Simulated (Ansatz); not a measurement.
Basis-set extrapolation for C5H12, SMILES `CC(C)(C)C` (PBE0-D4/def2-TZVP geometry, frozen core, Ansatz). Multiplicity 1, RHF reference.

```json
{"": "HF", "def2-TZVPP": "-196.408334", "def2-QZVPP": "-196.417798"}
{"": "MP2 correlation", "def2-TZVPP": "-0.898214", "def2-QZVPP": "-0.952956"}
{"": "CCSD(T) correlation", "def2-TZVPP": "-0.994378", "def2-QZVPP": "not run"}
```

Energies in hartree. Use E(X) = E(∞) + A·exp(−7.88·√X) for Hartree–Fock and E(X) = E(∞) + B·X^(−2.97) for correlation, with X = 3 and 4, and add CCSD(T) minus MP2 of the smaller set to the MP2 limit.

**Question.** What is the CCSD(T) energy at the basis-set limit?

**Answer.** HF limit: -196.417798 + (-0.009464) × 0.13774 = -196.41910. MP2 limit: -0.952956 + (-0.054742) × 0.74074 = -0.99351. Higher-order term: -0.994378 − (-0.898214) = -0.09616. Total: -197.50877 hartree, 278.5 kJ/mol below CCSD(T)/def2-TZVPP.
